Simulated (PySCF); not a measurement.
**Basis-set dependence of population analyses: `[C-]#CC=C`**

Compound: C4H3 (charge -1).
Structure used (PBE0-D3(BJ)/def2-SVP), in Å, numbered top down from 1:
```xyz
7
C4H3 angstrom
C      2.6963   -0.0839   -0.0057
C      1.4597    0.1398   -0.0150
C      0.0821    0.4476   -0.0221
C     -0.9783   -0.3967   -0.0838
H     -0.1763    1.5225    0.0298
H     -2.0060   -0.0171   -0.0812
H     -0.8352   -1.4804   -0.1380
```

PBE0 throughout (PySCF), one geometry, spherical d and f functions. Isolated species at its PBE0-D3(BJ)/def2-SVP geometry, gas phase. The geometry's basis has no diffuse functions.

Mulliken charges (e):

```
        basis  functions      C1      C2      C3      C4      H5      H6      H7
       STO-3G         23  -0.384  -0.312  -0.112  -0.249  +0.020  +0.010  +0.027
        6-31G         42  -0.444  -0.310  -0.132  -0.385  +0.096  +0.069  +0.105
     pcSseg-0         42  -0.479  -0.319  -0.217  -0.459  +0.168  +0.138  +0.169
       6-31G*         62  -0.527  -0.157  -0.184  -0.428  +0.096  +0.084  +0.115
     def2-SVP         71  -0.765  +0.045  -0.096  -0.142  -0.012  -0.025  -0.005
      cc-pVDZ         71  -0.486  -0.226  -0.124  -0.090  -0.025  -0.030  -0.019
     pcSseg-1         83  -0.238  -0.522  -0.192  -0.253  +0.075  +0.055  +0.074
  aug-cc-pVDZ        119  -0.952  +0.050  +0.891  +0.483  -0.582  -0.437  -0.454
6-311+G(2d,p)        126  -1.063  +0.216  +0.038  -0.427  +0.074  +0.073  +0.089
    def2-TZVP        142  -0.702  +0.045  -0.233  -0.301  +0.052  +0.064  +0.075
      cc-pVTZ        162  -0.069  -0.692  -0.077  -0.352  +0.067  +0.055  +0.067
     IGLO-III        170  -0.169  -0.594  -0.125  -0.299  +0.061  +0.050  +0.075
```

IAO charges (e):

| basis | functions | C1 | C2 | C3 | C4 | H5 | H6 | H7 |
| --- | --- | --- | --- | --- | --- | --- | --- | --- |
| STO-3G | 23 | -0.396 | -0.316 | -0.168 | -0.377 | +0.086 | +0.079 | +0.092 |
| 6-31G | 42 | -0.495 | -0.291 | -0.125 | -0.420 | +0.108 | +0.102 | +0.122 |
| pcSseg-0 | 42 | -0.516 | -0.277 | -0.128 | -0.403 | +0.108 | +0.099 | +0.118 |
| 6-31G* | 62 | -0.490 | -0.295 | -0.117 | -0.412 | +0.101 | +0.097 | +0.116 |
| def2-SVP | 71 | -0.511 | -0.284 | -0.116 | -0.404 | +0.104 | +0.096 | +0.115 |
| cc-pVDZ | 71 | -0.505 | -0.287 | -0.119 | -0.415 | +0.107 | +0.100 | +0.118 |
| pcSseg-1 | 83 | -0.514 | -0.286 | -0.120 | -0.415 | +0.111 | +0.103 | +0.121 |
| aug-cc-pVDZ | 119 | -0.543 | -0.273 | -0.125 | -0.425 | +0.122 | +0.114 | +0.129 |
| 6-311+G(2d,p) | 126 | -0.543 | -0.272 | -0.125 | -0.424 | +0.121 | +0.113 | +0.130 |
| def2-TZVP | 142 | -0.533 | -0.275 | -0.122 | -0.425 | +0.118 | +0.110 | +0.128 |
| cc-pVTZ | 162 | -0.524 | -0.279 | -0.122 | -0.425 | +0.116 | +0.109 | +0.126 |
| IGLO-III | 170 | -0.540 | -0.273 | -0.125 | -0.426 | +0.121 | +0.113 | +0.130 |

Hirshfeld charges (e):

```csv
basis,functions,C1,C2,C3,C4,H5,H6,H7
STO-3G,23,-0.438,-0.296,-0.039,-0.180,-0.017,-0.020,-0.010
6-31G,42,-0.503,-0.258,-0.060,-0.195,+0.011,-0.003,+0.009
pcSseg-0,42,-0.516,-0.253,-0.058,-0.188,+0.009,-0.001,+0.007
6-31G*,62,-0.505,-0.250,-0.064,-0.196,+0.010,-0.003,+0.009
def2-SVP,71,-0.517,-0.242,-0.066,-0.192,+0.012,-0.002,+0.008
cc-pVDZ,71,-0.512,-0.244,-0.066,-0.192,+0.011,-0.004,+0.006
pcSseg-1,83,-0.511,-0.245,-0.072,-0.192,+0.013,-0.001,+0.008
aug-cc-pVDZ,119,-0.520,-0.242,-0.077,-0.191,+0.017,0.000,+0.013
"6-311+G(2d,p)",126,-0.524,-0.245,-0.078,-0.188,+0.020,+0.001,+0.014
def2-TZVP,142,-0.523,-0.242,-0.074,-0.191,+0.018,+0.001,+0.012
cc-pVTZ,162,-0.520,-0.241,-0.072,-0.193,+0.015,-0.001,+0.010
IGLO-III,170,-0.522,-0.242,-0.075,-0.190,+0.018,0.000,+0.013
```

ESP-fitted charges (e):

```csv
basis,functions,C1,C2,C3,C4,H5,H6,H7
STO-3G,23,-0.725,+0.116,-0.231,-0.333,+0.054,+0.061,+0.059
6-31G,42,-0.915,+0.325,-0.311,-0.479,+0.120,+0.125,+0.135
pcSseg-0,42,-0.898,+0.252,-0.240,-0.532,+0.118,+0.143,+0.158
6-31G*,62,-0.898,+0.298,-0.283,-0.492,+0.111,+0.125,+0.139
def2-SVP,71,-0.897,+0.248,-0.216,-0.490,+0.100,+0.118,+0.137
cc-pVDZ,71,-0.930,+0.328,-0.295,-0.458,+0.112,+0.114,+0.128
pcSseg-1,83,-0.929,+0.314,-0.285,-0.520,+0.126,+0.139,+0.156
aug-cc-pVDZ,119,-0.984,+0.341,-0.201,-0.574,+0.102,+0.140,+0.177
"6-311+G(2d,p)",126,-0.976,+0.325,-0.199,-0.604,+0.110,+0.154,+0.189
def2-TZVP,142,-0.951,+0.297,-0.197,-0.586,+0.107,+0.149,+0.179
cc-pVTZ,162,-0.957,+0.336,-0.255,-0.528,+0.113,+0.134,+0.158
IGLO-III,170,-0.970,+0.320,-0.200,-0.581,+0.106,+0.146,+0.179
```

Question: Which scheme is steadiest as the basis changes?

Answer: Largest range over the bases for any column: Hirshfeld 0.09 e, IAO 0.15 e, ESP-fitted 0.27 e, Mulliken 1.12 e. Hirshfeld charges move least and Mulliken charges most, counted in e. Without the minimal STO-3G basis the ranges are Hirshfeld 0.02, IAO 0.05, ESP-fitted 0.15, Mulliken 1.12 e.

Question: How much do the charges still move between the two largest bases, cc-pVTZ and IGLO-III?

Answer: At most, over all atoms: Mulliken 0.100 e, IAO 0.015 e, Hirshfeld 0.004 e, ESP-fitted 0.055 e.

Question: What do the same runs give for the total energy and the frontier levels?

Answer: 
```json
{"basis": "STO-3G", "energy (Eh)": "-151.8891", "HOMO (eV)": "3.81", "LUMO (eV)": "9.38"}
{"basis": "6-31G", "energy (Eh)": "-153.8717", "HOMO (eV)": "-0.19", "LUMO (eV)": "5.22"}
{"basis": "pcSseg-0", "energy (Eh)": "-153.5897", "HOMO (eV)": "-0.56", "LUMO (eV)": "4.89"}
{"basis": "6-31G*", "energy (Eh)": "-153.9043", "HOMO (eV)": "-0.12", "LUMO (eV)": "5.22"}
{"basis": "def2-SVP", "energy (Eh)": "-153.8083", "HOMO (eV)": "-0.55", "LUMO (eV)": "4.75"}
{"basis": "cc-pVDZ", "energy (Eh)": "-153.9305", "HOMO (eV)": "-0.48", "LUMO (eV)": "4.84"}
{"basis": "pcSseg-1", "energy (Eh)": "-153.9089", "HOMO (eV)": "-0.77", "LUMO (eV)": "4.50"}
{"basis": "aug-cc-pVDZ", "energy (Eh)": "-153.9519", "HOMO (eV)": "-1.11", "LUMO (eV)": "2.88"}
{"basis": "6-311+G(2d,p)", "energy (Eh)": "-153.9757", "HOMO (eV)": "-1.11", "LUMO (eV)": "3.62"}
{"basis": "def2-TZVP", "energy (Eh)": "-153.9850", "HOMO (eV)": "-0.94", "LUMO (eV)": "4.25"}
{"basis": "cc-pVTZ", "energy (Eh)": "-153.9785", "HOMO (eV)": "-0.82", "LUMO (eV)": "4.42"}
{"basis": "IGLO-III", "energy (Eh)": "-153.9903", "HOMO (eV)": "-1.07", "LUMO (eV)": "4.03"}
```

Where the HOMO energy of this anion is positive, the outermost electrons may be held by the finite basis alone.
